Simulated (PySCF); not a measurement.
# H5NOSi: the cost of one run

The runs use PySCF 2.14.0; levels as typed in each script, gas phase, geometry from GFN2-xTB.

### 1 Where the work starts

8 atoms, charge 0, spin multiplicity 1.

Bond lengths: N1–Si2 1.728 Å, N1–H4 1.006 Å, N1–H5 1.009 Å, Si2–O3 1.625 Å, Si2–H6 1.462 Å, Si2–H7 1.460 Å, O3–H8 0.953 Å. Angles: Si2–N1–H4 118.1°, Si2–N1–H5 118.0°, H4–N1–H5 109.2°, N1–Si2–O3 108.3°, N1–Si2–H6 103.9°, N1–Si2–H7 117.8°, O3–Si2–H6 112.7°, O3–Si2–H7 100.5°, H6–Si2–H7 113.8°, Si2–O3–H8 120.2°.

Geometry (Å):

| atom | x (Å) | y (Å) | z (Å) |
| --- | --- | --- | --- |
| N1 | -1.37145 | 0.46353 | 0.05296 |
| Si2 | 0.06109 | -0.50117 | -0.00956 |
| O3 | 1.34485 | 0.49408 | -0.04475 |
| H4 | -2.25386 | -0.00589 | 0.16880 |
| H5 | -1.47485 | 1.20286 | -0.62516 |
| H6 | -0.00058 | -1.30103 | 1.21232 |
| H7 | 0.30092 | -1.28564 | -1.21693 |
| H8 | 1.41447 | 1.20872 | 0.58215 |

### 2 Localised orbitals (PBE0/def2-svp)

input.py reads:

```python
import numpy as np
from pyscf import gto, scf, dft, lo
from pyscf.data.elements import chemcore

def solve(mol, dm0=None, hcore=None):
    mf = (dft.UKS if mol.spin else dft.RKS)(mol, xc='pbe0')
    mf.grids.level = 3
    mf = mf.density_fit(auxbasis='def2-universal-jkfit')
    mf.conv_tol, mf.max_cycle = 1e-8, 80
    if hcore is not None:
        mf.get_hcore = lambda *args: hcore
    mf.kernel(dm0)
    if not mf.converged:
        mf = mf.newton().run(mf.mo_coeff, mf.mo_occ, max_cycle=30)
    assert mf.converged, 'SCF not converged'
    return mf

mol = gto.M(atom='''
N     -1.37145     0.46353     0.05296
Si     0.06109    -0.50117    -0.00956
O      1.34485     0.49408    -0.04475
H     -2.25386    -0.00589     0.16880
H     -1.47485     1.20286    -0.62516
H     -0.00058    -1.30103     1.21232
H      0.30092    -1.28564    -1.21693
H      1.41447     1.20872     0.58215
''', basis='def2-svp', charge=0, spin=0, verbose=4)
mf = solve(mol)
occ_all = mf.mo_coeff[:, mf.mo_occ > 0]
occ = occ_all[:, chemcore(mol):]
bo = lo.Boys(mol, occ)
loc = bo.kernel()
for _ in range(5):
    new, stable = bo.stability(return_status=True)
    if stable:
        break
    loc = bo.kernel(new)
fock, s = mf.get_fock(), mf.get_ovlp()
ortho = lo.orth_ao(mol, 'meta_lowdin')
labels = mol.ao_labels(fmt=None)
vir = loc[:, :0]
both = np.hstack([loc, vir])
p = (ortho.T @ s @ both) ** 2
pop = np.array([p[[l[0] == a for l in labels]].sum(0) for a in range(mol.natm)])
spd = np.array([[p[[l[0] == a and l[2][-1] == k for l in labels]].sum(0) for k in 'spd'] for a in range(mol.natm)])
eps = np.einsum('pi,pq,qi->i', both, fock, both)
for i in np.argsort(eps):
    top = np.argsort(-pop[:, i])[:3]
    print('%3d %s %9.4f Eh ' % (i + 1, 'occ' if i < loc.shape[1] else 'vir', eps[i]), '  '.join('%s%d %.3f' % (mol.atom_symbol(a), a + 1, pop[a, i]) for a in top))
np.savez('result.npz', c=both, nocc=loc.shape[1], pop=pop, spd=spd, eps=eps, e=mf.e_tot)
```

Command:

```
$ OMP_NUM_THREADS=1 python input.py
```

Q: Estimate wall time and peak memory on 1 thread of Intel Xeon 6975P-C (Granite Rapids), shared host.

About 3.2 s, with a peak of 0.32 GiB.
